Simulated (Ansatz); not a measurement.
A made-up structure of NaBNH, singlet:

```xyz
4
angstrom
N -0.7305 0.6192 -0.5296
B 0.2074 -0.1753 0.1504
Na 1.9957 -1.6916 1.4468
H -1.4726 1.2476 -1.0676
```

It is relaxed with PBE-D4/def2-SVP and then PBE0-D4/def2-TZVP (Ansatz 0.2.0). Atoms count as bonded within 1.22 times the sum of their covalent radii (H–H: 0.88 Å). The end point is not checked to be a true minimum.

(1) Does its bonding change? (A judgement: the text doesn't fix the answer.)

## Answers

(1) Computed: No: no bond forms or breaks.

Where it ends: The first stage lowers the energy by 0.85 eV in 5 steps. It ends as NaBNH ([NH][B][Na]):
```xyz
4
angstrom
N -0.6523 0.5528 -0.4729
B 0.1851 -0.1568 0.1342
Na 1.7819 -1.5101 1.2918
H -1.3147 1.1141 -0.9531
```

Labels in which every atom is bracketed show which atoms are joined, not bond orders.

For scale, one of the runs: PBE0-D4/def2-TZVP relaxation, 100 basis functions, launched by `ansatz run in.yaml --threads 2 --pin off --events-out ev --progress --plain --max-ram 4352MiB`. Hardware: 2 CPU threads of an Arm Neoverse V2, shared host. Wall time about 6 s.
